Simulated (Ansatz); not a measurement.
## Ansatz (development build ahead of 0.2.0) run

```yaml
crystal:
  periodic: [false, false, false]
  atoms:
    - { symbol: C, position_ang: [-0.22219, 0.98776, -0.85831] }
    - { symbol: C, position_ang: [0.00285, 0.02072, -0.02696] }
    - { symbol: C, position_ang: [0.22984, -1.01055, 0.87921] }
    - { symbol: H, position_ang: [-0.95706, 0.88513, -1.6707] }
    - { symbol: H, position_ang: [0.26857, 1.94689, -0.67403] }
    - { symbol: H, position_ang: [0.54832, -0.69123, 1.87441] }
    - { symbol: H, position_ang: [-0.02004, -2.02912, 0.57397] }
basis:
  gaussian: { orbitals: def2-SVP }
total_charge: 1
magnetization:
  spin_polarized: true
  initial_magnetization: 1
hamiltonian:
  xc: hf
correlation:
  method: mp2
  frozen_orbitals: { C: 1, H: 0 }
output:
  forces: true
```

The input is written out in the form of the current development build from the run's settings.

The run gave:

```yaml
Converged: yes
Reference_energy: -115.46179 hartree
Correlation_energy: -0.33436 hartree
Total_energy: -115.79615 hartree
Spin_squared_of_the_determinant: 0.894
Stability_test: minimum
```

Forces (eV/Å):
| atom | Fx | Fy | Fz |
| --- | --- | --- | --- |
| C1 | -0.178 | -0.311 | 0.339 |
| C2 | 0.343 | -2.110 | 1.531 |
| C3 | -0.692 | 2.667 | -2.069 |
| H4 | -0.258 | 0.147 | 0.185 |
| H5 | 0.531 | 0.206 | -0.389 |
| H6 | -0.283 | -0.285 | 0.392 |
| H7 | 0.538 | -0.312 | 0.011 |

Caution: the unrestricted determinant is spin contaminated; MP2 on this radical cation hangs on the determinant chosen.
